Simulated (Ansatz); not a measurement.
# Molecular dynamics, step by step

SiH5ClO, singlet, wB97X-V/def2-SVPD (Ansatz 0.2.0). Settings (timestep in fs, temperature in K; T counts 18 degrees of freedom):

```yaml
hamiltonian: {xc: {name: wB97X-V}}
md: {n_steps: 60, timestep: 0.5, temperature: 200, ensemble: nvt_nose_hoover, seed: 671, initial_velocities: maxwell_boltzmann}
```

Start, the saddle point found with PBE0-D4 in triple zeta (not stationary at another level):

Si1  (-0.462, -0.276, -0.266)
H2  (1.098, -0.027, -0.931)
H3  (-0.430, -1.713, -0.611)
H4  (-1.617, -0.093, 0.660)
Cl5  (-1.161, 0.967, -1.785)
H6  (1.299, 0.209, 0.129)
O7  (0.723, 0.086, 1.117)
H8  (0.551, 0.846, 1.686)
(Å)

| step | time (fs) | potential energy less the start (meV) | kinetic energy (meV) | T (K) |
| --- | --- | --- | --- | --- |
| 0 | 0.00 | 0.0 | 155.1 | 200 |
| 4 | 2.00 | 43.0 | 112.7 | 145 |
| 8 | 4.00 | 72.8 | 82.8 | 107 |
| 12 | 6.00 | 80.0 | 75.7 | 98 |
| 16 | 8.00 | 64.9 | 90.7 | 117 |
| 20 | 10.00 | 52.9 | 103.5 | 133 |
| 24 | 12.00 | -69.0 | 225.5 | 291 |
| 28 | 14.00 | -291.2 | 446.6 | 576 |
| 32 | 16.00 | -474.1 | 631.5 | 814 |
| 36 | 18.00 | -874.3 | 1026.0 | 1323 |
| 40 | 20.00 | -1142.0 | 1287.4 | 1660 |
| 44 | 22.00 | -1494.4 | 1617.3 | 2085 |
| 48 | 24.00 | -1595.6 | 1687.9 | 2176 |
| 52 | 26.00 | -1803.4 | 1840.7 | 2373 |
| 56 | 28.00 | -1787.4 | 1760.3 | 2270 |
| 60 | 30.00 | -1821.0 | 1711.3 | 2207 |

Step 20, positions (Å) and forces (eV/Å):

```
atom       x       y       z      Fx      Fy      Fz
 Si1  -0.460  -0.279  -0.262  -0.142  -1.051   0.784
  H2   1.087  -0.073  -0.950   0.502   0.370   0.260
  H3  -0.379  -1.797  -0.478  -0.067   0.909  -0.189
  H4  -1.658  -0.043   0.567  -0.203  -0.090   0.413
 Cl5  -1.164   0.972  -1.789   0.175   0.048  -0.393
  H6   1.285   0.239   0.000   0.143  -0.286  -0.702
  O7   0.730   0.094   1.118  -0.236  -0.543  -0.830
  H8   0.499   0.695   1.816  -0.173   0.643   0.656
```

Step 24, positions (Å) and forces (eV/Å):

```csv
atom,x,y,z,Fx,Fy,Fz
Si1,-0.462,-0.282,-0.258,0.123,-0.599,1.325
H2,1.141,-0.047,-0.949,0.518,0.301,0.149
H3,-0.379,-1.789,-0.475,0.057,0.832,-0.303
H4,-1.648,-0.044,0.565,-0.461,-0.101,0.485
Cl5,-1.165,0.974,-1.791,0.383,-0.098,-0.261
H6,1.311,0.230,-0.065,0.235,-0.324,-1.190
O7,0.729,0.095,1.118,-0.697,-0.179,-0.427
H8,0.497,0.676,1.846,-0.158,0.167,0.222
```

Step 36, positions (Å) and forces (eV/Å):

```
atom       x       y       z      Fx      Fy      Fz
 Si1  -0.470  -0.290  -0.229  -0.727   2.067   3.377
  H2   1.395   0.036  -1.137   0.237  -0.041  -0.403
  H3  -0.339  -1.674  -0.566   0.444  -0.759  -0.651
  H4  -1.698  -0.086   0.630   0.193  -0.345  -0.292
 Cl5  -1.162   0.977  -1.799   0.851  -0.464   0.331
  H6   1.502   0.189  -0.381   0.487  -0.029  -0.612
  O7   0.713   0.101   1.116  -0.841  -0.728  -2.226
  H8   0.452   0.580   1.893  -0.645   0.298   0.477
```

Last step (60):

```
8
angstrom
Si -0.5030 -0.2714 -0.0970
H 2.0640 0.1271 -1.9916
H -0.0057 -1.3640 -0.9338
H -1.7977 -0.4626 0.6167
Cl -1.1340 0.9708 -1.7990
H 2.2912 0.1446 -1.2772
O 0.6233 0.0990 1.0221
H 0.1115 0.3246 1.8199
```

The run took about 7.3 min on 2 CPU threads of an Arm Neoverse V1 (shared host).
